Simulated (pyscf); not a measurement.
`[CH3][CH]([OH])[CH2][O]` [doublet] -> `[CH3][CH][CH2][O][OH]` [doublet] (group migration; doublet surface; C–O broken, O–O formed). PySCF, gas phase, ωB97X-D3(BJ)/def2-SVP geometries. Energies in kJ/mol from the reactant's lowest minimum found.

| level | barrier | reaction energy |
|---|---|---|
| ωB97X-D3(BJ)/def2-TZVP | 366.3 | +228.3 |
| PBE/def2-TZVP | 278.1 | +209.0 |
| r²SCAN/def2-TZVP | ___ | ___ |
| B3LYP-D3(BJ)/def2-TZVP | ___ | +221.5 |
| PBE0-D3(BJ)/def2-TZVP | 346.4 | +225.6 |
| M06-2X/def2-TZVP | 382.1 | +228.7 |

Some entries are withheld; supply them.


- r²SCAN/def2-TZVP, barrier: 307.0
- r²SCAN/def2-TZVP, reaction energy: +218.0
- B3LYP-D3(BJ)/def2-TZVP, barrier: 321.4

The functionals in the table span 104.0 kJ/mol in this barrier, from PBE to M06-2X. The same reactants have a lower exit, to H₃C–CH•–OH + H₂C=O (no saddle counted: cutting one bond, which may have a small barrier of its own, costs +56.2 kJ/mol at ωB97M-D3(BJ), against +360.1 kJ/mol here). H₃C–CH(OH)–CH₂–O• lies 47.8 kJ/mol over its isomer H₃C–C•(OH)–CH₂–OH (electronic energy, ωB97M-D3(BJ)). H₃C–CH•–CH₂–O–OH lies 275.8 kJ/mol over its isomer H₃C–C•(OH)–CH₂–OH (electronic energy, ωB97M-D3(BJ)). This is the saddle that the search found; another between the same sides may lie lower.
